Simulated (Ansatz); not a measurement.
Relaxation of AlH5N (7 atoms, charge 0, multiplicity 2), to a largest force component of 0.03 eV/Å in at most 50 steps.

Computed with Ansatz, UKS BHLYP-D4/def2-SVP.

```xyz
7
Properties=species:S:1:pos:R:3:forces:R:3
Al -0.057 -0.421 0.273 0.05 0.01 0.16
H 0.845 -0.586 2.870 -0.64 0.35 -0.54
H 1.255 0.378 -0.165 0.00 0.00 0.01
H -1.463 0.327 0.113 0.00 0.00 -0.02
N 0.069 -0.124 2.367 0.60 -0.39 0.39
H -0.793 -0.442 2.796 -0.02 -0.02 0.03
H 0.143 0.868 2.566 0.00 0.05 -0.04
```

Problem. Where does it end, and by what steps?

Solution. The forces met the threshold. After 2 steps the energy has fallen by 0.019 eV; H2 moved furthest, 0.10 Å.

```csv
step,energy less start (eV),largest force component (eV/Å),accepted
0,0.0000,0.636,yes
1,-0.0154,0.180,yes
2,-0.0194,0.029,yes
```

```xyz
7
Properties=species:S:1:pos:R:3
Al -0.074 -0.419 0.302
H 0.864 -0.566 2.778
H 1.268 0.350 -0.108
H -1.460 0.346 0.072
N 0.052 -0.118 2.367
H -0.770 -0.468 2.847
H 0.120 0.876 2.562
```

Whether the end is a true minimum wasn't checked by a vibrational analysis.

Run time: 7.6 s on 1 thread of Arm Neoverse V2, with other jobs on the host, peak memory 0.13 GiB.
